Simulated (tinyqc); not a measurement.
A ladder of methods, and size consistency: correlation methods against full CI in the sto-6g basis, for NH3, spin multiplicity 1. Computed by the program tinyqc with PySCF. All electrons correlated; +Q is the Davidson correction (1 - c0^2) E_corr. The last columns treat two copies 100 angstrom apart as one system. FCI is the lowest singlet.

Geometry (angstrom):
```
atom        x        y       z
N      0.0000   0.0000  0.3870
H      0.9990   0.0000  0.0000
H     -0.5000   0.8650  0.0000
H     -0.5000  -0.8650  0.0000
```

RHF energy of one = -55.982161 hartree

Correlation energies (hartree):
```
method   E_corr of one  share of FCI (%)  E_corr of two at 100 angstrom  two minus twice one (mhartree)
MP2          -0.053565           71.5527                      -0.107130                          0.0000
CISD         -0.072550           96.9131                      -0.139783                          5.3169
CISD+Q       -0.075419          100.7463                      -0.149650                          1.1892
CCSD         -0.074544           99.5775                      -0.149089                          0.0000
CCSD(T)      -0.074719           99.8103                      -0.149437                          0.0000
FCI          -0.074861          100.0000                              -                               -
```

What does the comparison show, and why?

MP2 recovers 72 %, CISD 96.9 % and CCSD 99.6 % of the FCI value (c0^2 = 0.960 in CISD). MP2 and coupled cluster are size consistent, so their last column vanishes; CISD loses 5.32 mhartree, since a double excitation on each copy is a quadruple of the pair, and the Davidson correction leaves +1.19.
